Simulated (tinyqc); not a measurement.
Worked calculation: RKS/LDA (VWN5) in the sto-3g basis, for H2O, spin multiplicity 1. Computed by tinyqc, a small Python program that keeps every step (integrals from PySCF). Settings: charge = 0, multiplicity = 1, basis = sto-3g, energy threshold = 1e-10, iteration cap = 64, orthogonalisation = symmetric, start = random, DIIS depth = 0, method = RKS, functional = lda,vwn, grid = [15, 26]. Command: `OMP_NUM_THREADS=1 python tinyqc.py 31254 31255 out.jsonl` (the two numbers bound the seeds that draw the settings). One thread of a shared host (Intel(R) Xeon(R) Processor @ 2.60GHz), about 0.5 s of CPU time with the checks.

Geometry (angstrom):
```
atom       x        y       z
O     0.0000   0.0000  0.0000
H     0.0000   1.0440  0.6660
H     0.0000  -1.0020  0.6390
```

Stop when the energy changes by less than 1e-10 hartree and every element of the error matrix X^T (F D S - S D F) X is below 3e-06.

Course of the cycle:
```
iteration  E (hartree)     change  largest element of the error matrix
1           -68.567164          -                             7.44e+00
2           -73.767853  -5.20e+00                             6.13e-01
3           -73.515601   2.52e-01                             7.05e-01
4           -73.700267  -1.85e-01                             6.21e-01
5           -73.499535   2.01e-01                             7.04e-01
6           -73.696987  -1.97e-01                             6.21e-01
7           -73.498973   1.98e-01                             7.04e-01
8           -73.696867  -1.98e-01                             6.21e-01
9           -73.498955   1.98e-01                             7.04e-01
10          -73.696863  -1.98e-01                             6.21e-01
11          -73.498954   1.98e-01                             7.04e-01
12          -73.696862  -1.98e-01                             6.21e-01
13          -73.498954   1.98e-01                             7.04e-01
14          -73.696862  -1.98e-01                             6.21e-01
...                ...        ...                                  ...
51          -73.498954   1.98e-01                             7.04e-01
52          -73.696862  -1.98e-01                             6.21e-01
53          -73.498954   1.98e-01                             7.04e-01
54          -73.696862  -1.98e-01                             6.21e-01
55          -73.498954   1.98e-01                             7.04e-01
56          -73.696862  -1.98e-01                             6.21e-01
57          -73.498954   1.98e-01                             7.04e-01
58          -73.696862  -1.98e-01                             6.21e-01
59          -73.498954   1.98e-01                             7.04e-01
60          -73.696862  -1.98e-01                             6.21e-01
61          -73.498954   1.98e-01                             7.04e-01
62          -73.696862  -1.98e-01                             6.21e-01
63          -73.498954   1.98e-01                             7.04e-01
64          -73.696862  -1.98e-01                             6.21e-01
```

Can the last value be used, and what does the course show?

Not by the stop rule. Not converged within the cap of 64 iterations: the residual has stopped falling: the iteration swings between two states. Reruns (cap 100 unless said): DIIS 8: converged in 12; damping 0.5: converged in 37; level shift 0.5: converged in 24; atomic densities as start, DIIS 8: converged in 9; the original settings with a cap of 400: not converged. PySCF RKS in the same basis, fine grid = -74.688541 hartree, which differs from a converged run on this coarse grid by the grid error.
